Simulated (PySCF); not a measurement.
Ionisation energies (eV) were calculated with PySCF 2.14 by MP2 (valence), LDA, PBE, in another order, as differences of total energies without spin-orbit coupling. The measured values are between term centres (NIST).

| species | measured | A | B | C |
| --- | --- | --- | --- | --- |
| B (aug-cc-pwCVQZ, non-relativistic) | 8.297 | 8.673 | 8.646 | 8.295 |
| C (aug-cc-pwCVQZ, non-relativistic) | 11.262 | 11.541 | 11.692 | 11.286 |
| N (aug-cc-pwCVQZ, non-relativistic) | 14.545 | 14.731 | 15.008 | 14.620 |
| Mg (aug-cc-pCVQZ, non-relativistic) | 7.646 | 7.611 | 7.721 | 7.273 |
| Si (aug-cc-pCVQZ-DK, spin-free X2C) | 8.157 | 8.188 | 8.223 | 8.067 |
| S (aug-cc-pwCVQZ, non-relativistic) | 10.336 | 10.431 | 10.568 | 10.108 |
| Cl (aug-cc-pCVQZ-DK, spin-free X2C) | 12.974 | 12.954 | 13.185 | 12.855 |
| Ag (aug-cc-pwCVQZ-PP with ECP28MDF, ECP) | 7.576 | 8.042 | 8.368 | 7.528 |

Task: Which column is which method?

Result: A is PBE (mean error 0.17 eV); B is LDA (mean error 0.33 eV); C is MP2 (valence) (mean error -0.10 eV). PBE, with gradient corrections, lies close to experiment on average, with errors of both signs. LDA overbinds the outer electron and comes out highest. Valence MP2 in a finite basis recovers only part of the missing correlation, so it stays below experiment on average.
